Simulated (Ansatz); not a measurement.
## Ansatz (development build ahead of 0.2.0) run

```yaml
crystal:
  periodic: [false, false, false]
  atoms:
    - { symbol: Mg, position_ang: [0.0, 0.0, 0.0] }
    - { symbol: F, position_ang: [0.0, 0.0, 1.6625] }
basis:
  gaussian: { orbitals: def2-SVP }
magnetization:
  initial_magnetization: 1
hamiltonian:
  xc: hf
correlation:
  method: ccsd_t
  frozen_orbitals: { F: 1, Mg: 1 }
```

The input is written out in the form of the current development build from the run's settings. Correlation on restricted open-shell orbitals is semicanonical, with singles.

The run gave:

```json
{
 "Converged": "yes",
 "Reference energy": "-298.94064 hartree",
 "Correlation energy": "-0.21465 hartree",
 "Total energy": "-299.15529 hartree",
 "Stability test": "minimum among restricted orbitals"
}
```
